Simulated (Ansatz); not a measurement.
**H2S2O: an energy map over bond length O1–S2 and bond length O1–H4**

A grid of calculations on H₂OS₂, SMILES OSS, to see where the energy is lowest and how it rises around there.

Method: RHF/def2-TZVP; program: Ansatz 0.2.0.

### 1 Starting geometry

5 atoms, charge 0, spin multiplicity 1.

Atoms are counted from 1 here; the program's logs count them from 0.

Bond lengths: O1–S2 1.694 Å, O1–H4 0.980 Å, S2–S3 2.070 Å, S3–H5 1.374 Å. Angles: S2–O1–H4 106.1°, O1–S2–S3 106.9°, S2–S3–H5 99.7°.

Coordinates:

```xyz
5
H2OS2
O    -1.32707   -0.79653    0.05607
S    -0.56548    0.46197   -0.78478
S     0.76972    1.34020    0.53009
H    -0.76225   -1.58819   -0.06877
H     1.88508    0.58255    0.26739
```

This geometry comes from a loose relaxation at PBE in a small basis, which is not shown.

### 2 Geometry optimisation

File input.yaml:

```yaml
crystal:
  periodic: [false, false, false]
  atoms:
    - { symbol: O, position_ang: [-1.327073, -0.796532, 0.056073] }
    - { symbol: S, position_ang: [-0.565482, 0.461974, -0.78478] }
    - { symbol: S, position_ang: [0.769724, 1.340199, 0.530089] }
    - { symbol: H, position_ang: [-0.76225, -1.588186, -0.068771] }
    - { symbol: H, position_ang: [1.885081, 0.582554, 0.267389] }
basis:
  gaussian: { orbitals: def2-TZVP }
hamiltonian:
  xc: hf
output:
  forces: true
relax:
  f_tol: 0.003
  max_steps: 120
```

Command:

```
$ ansatz run input.yaml --threads 1 --pin off --max-ram 2560MiB --backend cpu --events-out ev --progress --plain --runs-dir out
```

What it wrote, shortened:

```text
Warning: RAYON_NUM_THREADS=1 ignored (pool sized by the plan → 1); use --threads N
[...]
Functional definition: HF
[...]
914 factors; their error is unknown
[...]
mean field -23704.33183103 eV, -871.1181274172 hartree, gradient 2.0e-5 eV, S^2 0.000000; 0 other end points of the search recorded, 0 dependent functions left out
[...]
reference -23704.33183103 eV, -871.1181274172 hartree; 21, 21 occupied and 96, 96 virtual orbitals, 914 factors
relax step   1: F+E_penalty+E_count = -23704.33183103 eV  Δ(F+E_penalty+E_count) = +0.000e0 eV  max|allowed force component| = 2.252e0 eV/Å  Δτ_max = 0.0000 Å  (35 SCF iters, accepted)
[...]
relax step   3: F+E_penalty+E_count = -23704.46435341 eV  Δ(F+E_penalty+E_count) = -3.655e-2 eV  max|allowed force component| = 8.541e-1 eV/Å  Δτ_max = 0.0493 Å  (32 SCF iters, accepted)
[...]
relax step   5: F+E_penalty+E_count = -23704.49365892 eV  Δ(F+E_penalty+E_count) = -1.828e-2 eV  max|allowed force component| = 4.383e-1 eV/Å  Δτ_max = 0.0582 Å  (32 SCF iters, accepted)
[...]
relax step   7: F+E_penalty+E_count = -23704.49486614 eV  Δ(F+E_penalty+E_count) = +3.608e-3 eV  max|allowed force component| = 2.079e-1 eV/Å  Δτ_max = 0.0244 Å  (31 SCF iters, rejected (line search))
[...]
relax step   9: F+E_penalty+E_count = -23704.49883856 eV  Δ(F+E_penalty+E_count) = -5.188e-5 eV  max|allowed force component| = 1.204e-2 eV/Å  Δτ_max = 0.0017 Å  (34 SCF iters, accepted)
[...]
relax step  10: F+E_penalty+E_count = -23704.49884449 eV  Δ(F+E_penalty+E_count) = -5.926e-6 eV  max|allowed force component| = 6.116e-3 eV/Å  Δτ_max = 0.0011 Å  (35 SCF iters, accepted)
[...]
relax step  11: F+E_penalty+E_count = -23704.49884567 eV  Δ(F+E_penalty+E_count) = -1.179e-6 eV  max|allowed force component| = 4.643e-4 eV/Å  Δτ_max = 0.0006 Å  (35 SCF iters, accepted)
914 factors; their error is unknown
mean field -23704.49884567 eV, -871.1242650918 hartree, gradient 2.4e-5 eV, S^2 0.000000; 1 other end points of the search recorded, 0 dependent functions left out
[...]
reference -23704.49884567 eV, -871.1242650918 hartree; 21, 21 occupied and 96, 96 virtual orbitals, 914 factors
Total energy: -23704.49884567 eV, -871.1242650918 hartree
Atom 0 at    -1.262769    -0.762314     0.033479 Å, force    -0.000145    -0.000030     0.000257 eV/Å
Atom 1 at    -0.564957     0.456771    -0.775782 Å, force    -0.000012    -0.000250    -0.000452 eV/Å
Atom 2 at     0.744667     1.285526     0.531456 Å, force     0.000035     0.000124     0.000464 eV/Å
Atom 3 at    -0.748799    -1.550659    -0.040407 Å, force     0.000084     0.000198    -0.000094 eV/Å
Atom 4 at     1.831857     0.570685     0.251254 Å, force     0.000037    -0.000042    -0.000175 eV/Å
Dipole moment:     0.387726    -0.342074    -0.072813 e Å
```

It took 19 s on 1 thread of Arm Neoverse V1, shared host; peak memory 0.2 GiB.

Step by step: (the energy doesn't fall at every step)

```csv
step,energy from step 1 (eV),largest force component (eV/Å)
1,0.0000,2.2518
2,-0.0960,1.2095
3,-0.1325,0.8541
4,-0.1436,0.7572
5,-0.1618,0.4383
6,-0.1666,0.0545
7,-0.1630,0.2079
8,-0.1670,0.0605
9,-0.1670,0.0120
10,-0.1670,0.0061
11,-0.1670,0.0005
```

Distances of close pairs at the start and the end, largest changes first:

```csv
bond,before (Å),after (Å),change (Å)
O1–S2,1.694,1.621,-0.073
S3–H5,1.374,1.331,-0.043
S2–S3,2.070,2.028,-0.042
O1–H4,0.980,0.944,-0.036
```

### 3 Plan of the scan

The axes are (1) bond length O1–S2: 15 values from 1.427 to 2.026 Å; (2) bond length O1–H4: 15 values from 0.812 to 1.322 Å.

Nothing else is relaxed (all other coordinates rigid). Energies count from the relaxed molecule at the same level.

Of the runs on the grid, 3 are shown in the steps below; the others differ only in the two coordinates.

### 4 Grid point bond length O1–S2 = 1.641 Å, bond length O1–H4 = 0.957 Å

File input.yaml:

```yaml
crystal:
  periodic: [false, false, false]
  atoms:
    - { symbol: O, position_ang: [-1.262769, -0.762314, 0.033479] }
    - { symbol: S, position_ang: [-0.556397, 0.471725, -0.785709] }
    - { symbol: S, position_ang: [0.753227, 1.30048, 0.521529] }
    - { symbol: H, position_ang: [-0.741714, -1.561526, -0.041426] }
    - { symbol: H, position_ang: [1.840416, 0.585639, 0.241327] }
basis:
  gaussian: { orbitals: def2-TZVP }
hamiltonian:
  xc: hf
output:
  forces: true
```

Command:

```
$ ansatz run input.yaml --threads 1 --pin off --max-ram 2560MiB --backend cpu --events-out ev --progress --plain --runs-dir out
```

What it wrote, shortened:

```text
Warning: RAYON_NUM_THREADS=1 ignored (pool sized by the plan → 1); use --threads N
[...]
[... 1 set-up line as earlier in the session ...]
[...]
914 factors; their error is unknown
[...]
mean field -23704.48772024 eV, -871.1238562399 hartree, gradient 2.0e-5 eV, S^2 0.000000; 0 other end points of the search recorded, 0 dependent functions left out
[...]
reference -23704.48772024 eV, -871.1238562399 hartree; 21, 21 occupied and 96, 96 virtual orbitals, 914 factors
Total energy: -23704.48772024 eV, -871.1238562399 hartree
Atom 0 at    -1.262769    -0.762314     0.033479 Å, force     0.609559    -0.155579    -0.311001 eV/Å
Atom 1 at    -0.556397     0.471725    -0.785709 Å, force    -0.215090    -0.464219     0.304217 eV/Å
Atom 2 at     0.753227     1.300480     0.521529 Å, force    -0.030692    -0.024814    -0.015289 eV/Å
Atom 3 at    -0.741714    -1.561526    -0.041426 Å, force    -0.361348     0.645063     0.025090 eV/Å
Atom 4 at     1.840416     0.585639     0.241327 Å, force    -0.002430    -0.000450    -0.003016 eV/Å
Dipole moment:     0.402093    -0.328691    -0.076639 e Å
```

It took 1.5 s on 1 thread of Arm Neoverse V1, shared host; peak memory 0.18 GiB.

That is 1.1 kJ/mol from the zero.

### 5 Point bond length O1–S2 = 2.026 Å, bond length O1–H4 = 1.067 Å

File input.yaml:

```yaml
crystal:
  periodic: [false, false, false]
  atoms:
    - { symbol: O, position_ang: [-1.262769, -0.762314, 0.033479] }
    - { symbol: S, position_ang: [-0.390673, 0.761246, -0.977901] }
    - { symbol: S, position_ang: [0.918951, 1.590002, 0.329337] }
    - { symbol: H, position_ang: [-0.681822, -1.653389, -0.050035] }
    - { symbol: H, position_ang: [2.00614, 0.87516, 0.049135] }
basis:
  gaussian: { orbitals: def2-TZVP }
hamiltonian:
  xc: hf
output:
  forces: true
```

Command:

```
$ ansatz run input.yaml --threads 1 --pin off --max-ram 2560MiB --backend cpu --events-out ev --progress --plain --runs-dir out
```

What it wrote, shortened:

```text
Warning: RAYON_NUM_THREADS=1 ignored (pool sized by the plan → 1); use --threads N
[...]
[... 1 set-up line as earlier in the session ...]
[...]
914 factors; their error is unknown
[...]
mean field -23702.77889564 eV, -871.0610580943 hartree, gradient 2.7e-5 eV, S^2 0.000000; 0 other end points of the search recorded, 0 dependent functions left out
[...]
reference -23702.77889564 eV, -871.0610580943 hartree; 21, 21 occupied and 96, 96 virtual orbitals, 914 factors
Total energy: -23702.77889564 eV, -871.0610580943 hartree
Atom 0 at    -1.262769    -0.762314     0.033479 Å, force     4.171658    -0.524004    -2.259963 eV/Å
Atom 1 at    -0.390673     0.761246    -0.977901 Å, force    -1.354619    -3.431449     2.591403 eV/Å
Atom 2 at     0.918951     1.590002     0.329337 Å, force    -0.519106    -0.375321    -0.358906 eV/Å
Atom 3 at    -0.681822    -1.653389    -0.050035 Å, force    -2.267221     4.338037     0.060041 eV/Å
Atom 4 at     2.006140     0.875160     0.049135 Å, force    -0.030712    -0.007263    -0.032575 eV/Å
Dipole moment:     0.615210    -0.076515    -0.141112 e Å
```

It took 1.5 s on 1 thread of Arm Neoverse V1, shared host; peak memory 0.18 GiB.

Energy on the map's scale: 166 kJ/mol.

### 6 The run at bond length O1–S2 = 1.726 Å, bond length O1–H4 = 1.249 Å

File input.yaml:

```yaml
crystal:
  periodic: [false, false, false]
  atoms:
    - { symbol: O, position_ang: [-1.262769, -0.762314, 0.033479] }
    - { symbol: S, position_ang: [-0.519808, 0.535645, -0.828141] }
    - { symbol: S, position_ang: [0.789815, 1.364401, 0.479097] }
    - { symbol: H, position_ang: [-0.582729, -1.805382, -0.064281] }
    - { symbol: H, position_ang: [1.877005, 0.649559, 0.198895] }
basis:
  gaussian: { orbitals: def2-TZVP }
hamiltonian:
  xc: hf
output:
  forces: true
```

Command:

```
$ ansatz run input.yaml --threads 1 --pin off --max-ram 2560MiB --backend cpu --events-out ev --progress --plain --runs-dir out
```

What it wrote, shortened:

```text
Warning: RAYON_NUM_THREADS=1 ignored (pool sized by the plan → 1); use --threads N
[...]
[... 1 set-up line as earlier in the session ...]
[...]
914 factors; their error is unknown
[...]
mean field -23702.86076719 eV, -871.0640668182 hartree, gradient 1.9e-5 eV, S^2 0.000000; 0 other end points of the search recorded, 0 dependent functions left out
[...]
reference -23702.86076719 eV, -871.0640668182 hartree; 21, 21 occupied and 96, 96 virtual orbitals, 914 factors
Total energy: -23702.86076719 eV, -871.0640668182 hartree
Atom 0 at    -1.262769    -0.762314     0.033479 Å, force     4.767916    -3.883188    -1.673957 eV/Å
Atom 1 at    -0.519808     0.535645    -0.828141 Å, force    -0.888169    -1.998039     1.338911 eV/Å
Atom 2 at     0.789815     1.364401     0.479097 Å, force    -0.170138    -0.125232    -0.076896 eV/Å
Atom 3 at    -0.582729    -1.805382    -0.064281 Å, force    -3.705197     6.006141     0.438825 eV/Å
Atom 4 at     1.877005     0.649559     0.198895 Å, force    -0.004412     0.000318    -0.026882 eV/Å
Dipole moment:     0.477175    -0.317153    -0.097836 e Å
```

It took 1.5 s on 1 thread of Arm Neoverse V1, shared host; peak memory 0.18 GiB.

On the map this point reads 158 kJ/mol.

### 7 All points together

225 points were computed. Energies in kJ/mol, from the relaxed molecule at the same level:

| bond length O1–H4 (Å) ↓, bond length O1–S2 (Å) → | 1.427 | 1.469 | 1.512 | 1.555 | 1.598 | 1.641 | 1.684 | 1.726 | 1.769 | 1.812 | 1.855 | 1.898 | 1.941 | 1.984 | 2.026 |
| --- | --- | --- | --- | --- | --- | --- | --- | --- | --- | --- | --- | --- | --- | --- | --- |
| 1.322 | 264 | 231 | 209 | 196 | 191 | 193 | 199 | 208 | 221 | 236 | 253 | 270 | 289 | 308 | 328 |
| 1.285 | 242 | 207 | 185 | 172 | 167 | 168 | 173 | 183 | 195 | 210 | 227 | 245 | 263 | 283 | 302 |
| 1.249 | 219 | 185 | 161 | 148 | 142 | 143 | 149 | 158 | 171 | 185 | 202 | 220 | 238 | 258 | 277 |
| 1.212 | 196 | 161 | 137 | 124 | 118 | 118 | 124 | 133 | 145 | 160 | 177 | 194 | 213 | 232 | 252 |
| 1.176 | 175 | 139 | 115 | 101 | 95 | 95 | 101 | 110 | 122 | 137 | 153 | 171 | 189 | 209 | 228 |
| 1.140 | 154 | 118 | 93 | 79 | 73 | 73 | 78 | 87 | 99 | 114 | 131 | 148 | 167 | 186 | 206 |
| 1.103 | 134 | 98 | 73 | 58 | 52 | 52 | 57 | 66 | 78 | 93 | 109 | 127 | 146 | 165 | 184 |
| 1.067 | 117 | 80 | 55 | 40 | 34 | 34 | 39 | 48 | 60 | 74 | 91 | 109 | 127 | 147 | 166 |
| 1.030 | 103 | 65 | 40 | 25 | 18 | 18 | 23 | 32 | 44 | 59 | 75 | 93 | 112 | 131 | 150 |
| 0.994 | 92 | 55 | 29 | 14 | 7 | 7 | 12 | 21 | 33 | 48 | 64 | 82 | 101 | 120 | 139 |
| 0.957 | 87 | 49 | 24 | 8 | 1 | 1 | 6 | 15 | 27 | 42 | 58 | 76 | 95 | 114 | 134 |
| 0.921 | 89 | 51 | 25 | 9 | 2 | 2 | 7 | 16 | 28 | 43 | 59 | 77 | 96 | 116 | 135 |
| 0.885 | 99 | 61 | 35 | 19 | 12 | 12 | 17 | 26 | 38 | 53 | 69 | 87 | 106 | 126 | 145 |
| 0.848 | 120 | 82 | 56 | 41 | 34 | 33 | 38 | 47 | 60 | 74 | 91 | 109 | 128 | 148 | 167 |
| 0.812 | 156 | 117 | 91 | 76 | 69 | 69 | 74 | 83 | 95 | 110 | 127 | 145 | 164 | 183 | 203 |

The dipole moment (D) at each point:

| bond length O1–H4 (Å) ↓, bond length O1–S2 (Å) → | 1.427 | 1.469 | 1.512 | 1.555 | 1.598 | 1.641 | 1.684 | 1.726 | 1.769 | 1.812 | 1.855 | 1.898 | 1.941 | 1.984 | 2.026 |
| --- | --- | --- | --- | --- | --- | --- | --- | --- | --- | --- | --- | --- | --- | --- | --- |
| 1.322 | 2.99 | 2.95 | 2.91 | 2.88 | 2.85 | 2.83 | 2.83 | 2.83 | 2.84 | 2.87 | 2.90 | 2.94 | 2.99 | 3.05 | 3.11 |
| 1.285 | 3.02 | 2.96 | 2.91 | 2.87 | 2.84 | 2.82 | 2.81 | 2.81 | 2.83 | 2.85 | 2.88 | 2.93 | 2.98 | 3.04 | 3.10 |
| 1.249 | 3.04 | 2.97 | 2.91 | 2.86 | 2.82 | 2.80 | 2.79 | 2.79 | 2.81 | 2.83 | 2.87 | 2.91 | 2.97 | 3.03 | 3.09 |
| 1.212 | 3.04 | 2.96 | 2.89 | 2.84 | 2.80 | 2.77 | 2.76 | 2.77 | 2.78 | 2.81 | 2.85 | 2.90 | 2.95 | 3.01 | 3.08 |
| 1.176 | 3.03 | 2.95 | 2.87 | 2.81 | 2.77 | 2.75 | 2.74 | 2.74 | 2.76 | 2.79 | 2.83 | 2.88 | 2.94 | 3.00 | 3.07 |
| 1.140 | 3.02 | 2.92 | 2.84 | 2.78 | 2.74 | 2.71 | 2.71 | 2.71 | 2.74 | 2.77 | 2.81 | 2.87 | 2.93 | 2.99 | 3.07 |
| 1.103 | 2.99 | 2.89 | 2.81 | 2.74 | 2.70 | 2.68 | 2.67 | 2.69 | 2.71 | 2.75 | 2.79 | 2.85 | 2.91 | 2.98 | 3.06 |
| 1.067 | 2.96 | 2.85 | 2.77 | 2.71 | 2.66 | 2.64 | 2.64 | 2.65 | 2.68 | 2.72 | 2.77 | 2.83 | 2.90 | 2.98 | 3.05 |
| 1.030 | 2.92 | 2.81 | 2.72 | 2.66 | 2.62 | 2.60 | 2.60 | 2.62 | 2.65 | 2.70 | 2.75 | 2.82 | 2.89 | 2.97 | 3.05 |
| 0.994 | 2.87 | 2.76 | 2.68 | 2.62 | 2.58 | 2.56 | 2.57 | 2.59 | 2.63 | 2.67 | 2.73 | 2.80 | 2.88 | 2.96 | 3.05 |
| 0.957 | 2.81 | 2.71 | 2.62 | 2.57 | 2.53 | 2.52 | 2.53 | 2.56 | 2.60 | 2.65 | 2.71 | 2.79 | 2.87 | 2.95 | 3.04 |
| 0.921 | 2.76 | 2.65 | 2.57 | 2.52 | 2.49 | 2.48 | 2.49 | 2.52 | 2.57 | 2.63 | 2.70 | 2.77 | 2.86 | 2.95 | 3.05 |
| 0.885 | 2.70 | 2.59 | 2.51 | 2.46 | 2.44 | 2.44 | 2.46 | 2.49 | 2.54 | 2.61 | 2.68 | 2.76 | 2.85 | 2.95 | 3.05 |
| 0.848 | 2.63 | 2.53 | 2.46 | 2.41 | 2.39 | 2.39 | 2.42 | 2.46 | 2.52 | 2.58 | 2.66 | 2.75 | 2.85 | 2.95 | 3.05 |
| 0.812 | 2.56 | 2.47 | 2.40 | 2.35 | 2.34 | 2.35 | 2.38 | 2.43 | 2.49 | 2.57 | 2.65 | 2.75 | 2.85 | 2.95 | 3.06 |

### 8 Summary of results

| quantity | value |
| --- | --- |
| lowest point | bond length O1–S2 = 1.641 Å, bond length O1–H4 = 0.957 Å, 1.1 kJ/mol |
| highest computed point | bond length O1–S2 = 2.026 Å, bond length O1–H4 = 1.322 Å, 327 kJ/mol above the lowest |
| dipole moment (D) | 2.34 at bond length O1–S2 = 1.598 Å, bond length O1–H4 = 0.812 Å to 3.11 at bond length O1–S2 = 2.026 Å, bond length O1–H4 = 1.322 Å; 2.52 at the lowest point |
| time for the whole task | 6.2 min on 1 thread, shared host |

What this shows: The lowest computed point is at bond length O1–S2 = 1.641 Å, bond length O1–H4 = 0.957 Å, 1.1 kJ/mol from the relaxed molecule at the same level. No other kind of well shows on this grid. The highest computed point, bond length O1–S2 = 2.026 Å, bond length O1–H4 = 1.322 Å, lies 327 kJ/mol above the lowest. Round the minimum the two coordinates are nearly uncoupled.
